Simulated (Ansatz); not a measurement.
## Ansatz (development build ahead of 0.2.0) run

```yaml
crystal:
  periodic: [false, false, false]
  atoms:
    - { symbol: C, position_ang: [0.0, -0.25683, -1.27099] }
    - { symbol: C, position_ang: [0.0, 0.57948, 0.0] }
    - { symbol: C, position_ang: [0.0, -0.25683, 1.27099] }
    - { symbol: H, position_ang: [0.0, 0.37295, -2.17406] }
    - { symbol: H, position_ang: [0.88755, -0.90876, -1.32081] }
    - { symbol: H, position_ang: [-0.88755, -0.90876, -1.32081] }
    - { symbol: H, position_ang: [-0.87918, 1.24711, 0.0] }
    - { symbol: H, position_ang: [0.87918, 1.24711, 0.0] }
    - { symbol: H, position_ang: [0.0, 0.37295, 2.17406] }
    - { symbol: H, position_ang: [-0.88755, -0.90876, 1.32081] }
    - { symbol: H, position_ang: [0.88755, -0.90876, 1.32081] }
basis:
  gaussian: { orbitals: def2-TZVP }
hamiltonian:
  xc: hf
correlation:
  method: mp2
  frozen_orbitals: { C: 1, H: 0 }
```

The input is written out in the form of the current development build from the run's settings.

Output:

```json
{
 "Converged": "yes",
 "Reference energy": "-118.30694 hartree",
 "Correlation energy": "-0.52153 hartree",
 "Total energy": "-118.82847 hartree",
 "Spin squared of the determinant": "0.000"
}
```
